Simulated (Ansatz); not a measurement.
Antifluorite Mg2Ge, treated with Hartree–Fock (plane waves, PAW; Ansatz, an electronic-structure program).

Run with plane-wave cutoff 460 eV, 8×8×8 k mesh, Fermi–Dirac smearing 0.01 eV, scalar-relativistic PAW data made under PBE.

Response to compression and expansion:

```csv
V (Å³/atom),P (GPa),direct gap at Γ (eV),smallest gap on the k mesh (eV)
21.581,3.09,6.943,4.811
22.149,1.45,6.720,4.804
22.738,-0.05,6.496,4.796
23.285,-1.28,6.293,4.786
23.853,-2.42,6.088,4.775
```

The fundamental gap (4.80 eV at the equilibrium volume, on the SCF mesh) lies elsewhere than Γ–Γ.

Measured, for comparison: band gap 0.74 eV (temperature not stated, not corrected to a static lattice, indirect, Γ–X; as tabulated in Ryu et al. (2019), arXiv:1905.06140).

Spin–orbit coupling is not included.
